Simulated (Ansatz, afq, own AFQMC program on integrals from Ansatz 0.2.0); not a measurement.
# SiH3O, doublet, reference energies and how methods fare

```yaml
atoms:
  - { symbol: Si, position_ang: [-0.0866, -0.0323, 0.5791] }
  - { symbol: O, position_ang: [0.0885, 0.0997, -1.0586] }
  - { symbol: H, position_ang: [0.6425, -1.2281, 1.1084] }
  - { symbol: H, position_ang: [0.4860, 1.2186, 1.1449] }
  - { symbol: H, position_ang: [-0.1194, -0.6729, -1.5864] }
```

Geometry: a PBE0/def2-TZVP stationary point, not shown to be a minimum. Basis cc-pVDZ. Only valence electrons are correlated. AFQMC by an in-house program on the Cholesky factors that Ansatz 0.2.0 writes for its CCSD(T) run. ph-AFQMC/CISD is guided by a CISD state made of CCSD amplitudes; releasing the constraint for a short imaginary time cuts its bias at the price of noise, slowly where states lie close. ± is one standard error of the sampling.

Best estimates are CCSD(T) at the basis-set limit (def2-TZVPP/QZVPP) plus the step from CCSD(T) to the highest rung at hand in cc-pVDZ, named in the table (released AFQMC can keep some 10 meV of bias). No zero-point, core-correlation or spin–orbit terms. Other levels are in cc-pVDZ, the functionals in def2-TZVP; a dash marks a level that is missing or breaks spin symmetry for a member.

Cautions: SiH₃O⁺ (singlet): higher spins were not checked, raised T1 diagnostic (T1 0.025, weight of the determinant 0.88, largest double 0.06), the released energies are still falling, so no released level is given (meV from the phaseless value at times in 1/Eh: -3 ± 4 at 0.24, 1 ± 5 at 0.51, 1 ± 5 at 0.99, -8 ± 5 at 1.62, -21 ± 6 at 2.40).

```json
{"process": "to charge +1, singlet (vertical)", "B3LYP (kJ/mol)": "806"}
{"process": "to free atoms", "B3LYP (kJ/mol)": "1511"}
```

(1) From these values, estimate the best estimates.

(1) 
```
                         process  best estimate (kJ/mol)  highest rung
to charge +1, singlet (vertical)                     802      CCSDT(Q)
                   to free atoms                    1533      CCSDT(Q)
```

Errors against the best estimates in kJ/mol, in the same order:

```tsv
level	error, 1	error, 2
MP2	-33	-171
CCSD(T)	-33	-186
ph-AFQMC/CISD	-33 ± 0.7	-184 ± 0.4
CCSD(T)/CBS	1	-2
PBE	-9	-14
r2SCAN	10	-6
PBE0	7	-41
B3LYP	4	-23
wB97M-V	-15	-16
B2PLYP	-8	-36
```

Cost at the first geometry (cards were shared with other jobs): PBE0/cc-pVDZ, 1 s on 1 thread of AMD EPYC 7R13 Processor (Zen 3) (shared host); UCCSD(T)/cc-pVDZ, 12 s on 1 × NVIDIA H100 80GB HBM3 with 1 thread of AMD EPYC 7R13 Processor (Zen 3), on a shared host; CCSD(T)/def2-QZVPP, 13 s on 1 × NVIDIA H100 80GB HBM3 with 1 thread of AMD EPYC 7R13 Processor (Zen 3) (shared host); CCSDT(Q), 13 s on 1 × NVIDIA H100 80GB HBM3 with 1 thread of AMD EPYC 7R13 Processor (Zen 3), on a shared host; ph-AFQMC/CISD with release, 40 s on 1 × NVIDIA H100 80GB HBM3 with 2 threads of AMD EPYC 7R13 Processor (Zen 3) (shared host).

Best estimates are given only where the step beyond CCSD(T) is under 0.3 eV and no member's determinant is very poor (T1 over 0.05, or 0.07 for open shells, ⟨S²⟩ too high by 0.3, two states mixed), so the hardest cases are missing from such tables.

The functionals ran in a triple-zeta set and keep a basis error of their own, a few kJ/mol for each bond in atomization energies and more for double hybrids, so close places among them and the extrapolated levels can swap.

CCSDT and higher add their correlation energy to the determinant of the CCSD(T) run, since their own runs factorise the integrals more tightly (a shift of under 2 meV). Each member of a difference takes its own highest rung, so a best estimate needn't equal the limit plus the step of one row.
